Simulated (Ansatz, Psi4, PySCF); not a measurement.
Species: formaldehyde, CH$_{2}$O, net charge 0, singlet state. SMILES: C=O
Geometry: optimised at B3LYP-D3(BJ)/def2-TZVP (Ansatz, a first-principles code).

Wanted: vertical triplet-singlet gap, E(triplet) - E(singlet), in eV. Set-up: 6-311+G** with 5d; non-relativistic; no dispersion term unless named; six Cartesian d functions in 6-31G* and its kin unless marked 5d; each state is the SCF solution reached for its charge and spin; valence correlation only; spin-orbit terms left out; open shells spin-unrestricted. CBS(X,Y): correlation extrapolated as X^-3; Hartree-Fock from the larger set. First-principles rows: single points at B3LYP-D3(BJ) geometries (Ansatz). Levels can end on unlike triplets.

Coupled cluster (Ansatz) is a level with limits of its own, used here on species with T1 under 0.025 (0.045 for open shells) and stable references: CCSD(T)/CBS(def2-TZVPPD,def2-QZVPPD).

Value to compare with, CCSD(T)/CBS(def2-TZVPPD,def2-QZVPPD) (Ansatz): 3.67 eV.

| level | program | vertical triplet-singlet gap, E(triplet) - E(singlet) (eV) | difference |
|---|---|---|---|
| HF/6-31G* | Ansatz | 2.69 | -0.98 |
| HF/6-311+G** | Ansatz | 2.59 | -1.08 |
| B3LYP/STO-3G | Ansatz | 3.37 | -0.30 |
| B3LYP/3-21G | Ansatz | 3.41 | -0.26 |
| B3LYP/6-31G* | Ansatz | 3.49 | -0.18 |
| M06-2X/6-31G* (5d) | PySCF | 3.69 | 0.02 |
| wB97X-D/6-31G* | Psi4 | 3.54 | -0.13 |
| MP2/6-31G* | Ansatz | 4.13 | 0.46 |
| MP2/6-311+G** | Ansatz | 4.00 | 0.33 |
| B3LYP/def2-TZVPD | Ansatz | 3.33 | -0.34 |
| PBE0/def2-TZVPD | Ansatz | 3.23 | -0.44 |

Among the 9 habitual levels, HF/6-311+G** lies farthest from CCSD(T)/CBS(def2-TZVPPD,def2-QZVPPD) (Ansatz) (-1.08 eV) and M06-2X/6-31G* (5d) nearest (0.02); 3 of 9 lie above it, and their mean absolute difference is 0.42 eV, the median 0.30. One case shows no general order.

The levels are drawn from those run, B3LYP/6-31G* more often than the rest, none by its result; runs whose electronic state is in doubt are left out.
